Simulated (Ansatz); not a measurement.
# B2SiH (doublet): wave-function methods side by side, def2-QZVPP

One table from this session's results is given with a row withheld; the runs are named, their logs left out.

Program: Ansatz 0.2.0, Gaussian basis. Level of theory: def2-QZVPP, core rule «outside noble gas», up to 7 orbitals frozen. These are calculated values, not measurements.

To be run: UHF; ROHF; CCSD(T) on UHF.

2 further runs of the same task are left out: 2 set aside as unsound or not needed.

## The system

The geometry is a PBE0/def2-TZVP stationary point (not a proven minimum).

4 atoms, charge 0, spin multiplicity 2.

Atoms are counted from 1 here; the program's logs count them from 0.

Bond lengths: B1–B2 1.556 Å, B1–Si3 1.803 Å, B2–Si3 2.031 Å, B2–H4 1.184 Å. Angles: B2–B1–Si3 74.0°, B1–B2–Si3 58.6°, B1–B2–H4 160.2°, Si3–B2–H4 141.2°, B1–Si3–B2 47.4°.

Set-up of the first run:

Contents of in.yaml:

```yaml
crystal:
  periodic: [false, false, false]
  atoms:
    - {symbol: B, position_ang: [0.000000, -1.009164, 0.569007]}
    - {symbol: B, position_ang: [0.000000, 0.390881, 1.246852]}
    - {symbol: Si, position_ang: [0.000000, 0.194266, -0.774114]}
    - {symbol: H, position_ang: [0.000000, 1.218527, 2.093499]}
basis:
  gaussian: {orbitals: "def2-QZVPP.json"}
magnetization: {spin_polarized: true, initial_magnetization: 1}
hamiltonian: {xc: hf}
output: {orbitals: {seedname: orbitals}}
```

Started as:

```console
$ ansatz run in.yaml --threads 1 --pin off --events-out ev --progress --plain --max-ram 2393MiB
```

Steps of the session up to this table: UHF; ROHF; CCSD(T) on UHF.

One table of the session follows, with a row left open; its other results are not shown here.

It belongs to the step «Misses and costs». 

| method | from UCCSD(T) (meV) |
| --- | --- |
| ROHF | +9738.4 |
| UHF | +9435.9 |
| UMP2 | +1542.1 |
| UCCSD | ? |
| UCCSD(T) | 0 |

**Question.** Estimate the row for UCCSD.

As computed: from UCCSD(T) (meV): +696.5. In the column «from UCCSD(T) (meV)» it lies between UCCSD(T) (0) and UMP2 (+1542.1).

To keep in mind: Warnings: spin contamination; coupled cluster took another determinant than the lowest.
